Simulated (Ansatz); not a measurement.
Rock-salt TiC, treated with PBEsol in Ansatz (PAW).

A relaxed, unreconstructed slab of the (100) face has 12 atoms, two equal faces of 9.215 Å² each and an energy of -16332.3537 eV. A bulk cell of 4 atoms with the same orientation and in-plane k mesh has -5444.8449 eV. Energies are extrapolated to zero smearing.

Settings: plane-wave cutoff 500 eV, 14×14×1 k mesh (along the axes of the cell as run), Fermi–Dirac smearing 0.05 eV, scalar-relativistic PAW data made under PBE.

Worked out: γ = (E_slab − N E_bulk per atom)/2A = [-16332.3537 − 12 × (-5444.8449/4)]/(2 × 9.215) = 0.1183 eV/Å². With 16.022 J/m² per eV/Å² this is 1.90 J/m², or 1.09 eV per surface cell and face.

Ansatz is a quantum-chemistry and plane-wave program.
